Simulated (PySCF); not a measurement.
Gas-phase reaction: 3 SiH2 + 2 C3H6 (propylene) = 3 vinylsilane

Method: PySCF energies (xtb for GFN2) plus ideal-gas RRHO corrections (1 bar). † marks an energy on the PBE0/def2-TZVP geometry and frequencies; other levels use their own. CCSD(T) freezes the core. 6-31G* has spherical d functions here. All species are closed-shell singlets. B3LYP is the form with VWN-RPA correlation. CCSD(T) isn't extrapolated to the basis-set limit; its ΔH°(298 K) is -516.4 kJ in def2-SVP and -553.9 kJ in def2-TZVPP. The harmonic model lacks anharmonicity and excited electronic states, which grow with temperature; levels with a mode under 35 cm⁻¹ are left out. Internal rotation in C3H6 (propylene), vinylsilane is treated as a harmonic vibration of one conformer, which makes the entropy rough.

```csv
level,"ΔE electronic, kJ","ΔH°(298 K), kJ","ΔS°(298 K), J/K","ΔG°(1800 K), kJ"
B3LYP/6-31G*,-522,-516,-294,-29
B3LYP/def2-TZVP†,-544,-539,-292,-55
CCSD(T)/def2-SVP†,-522,-516,-292,-33
GFN2-xTB,-439,-442,-274,-6
HF/6-31G*,-512,-505,-299,-5
PBE0/def2-QZVP†,-577,-572,-292,-88
ωB97X-V/def2-TZVP†,-594,-589,-292,-105
```
ΔH° is lowest at ωB97X-V/def2-TZVP† and highest at GFN2-xTB. No reference value is set beside these.
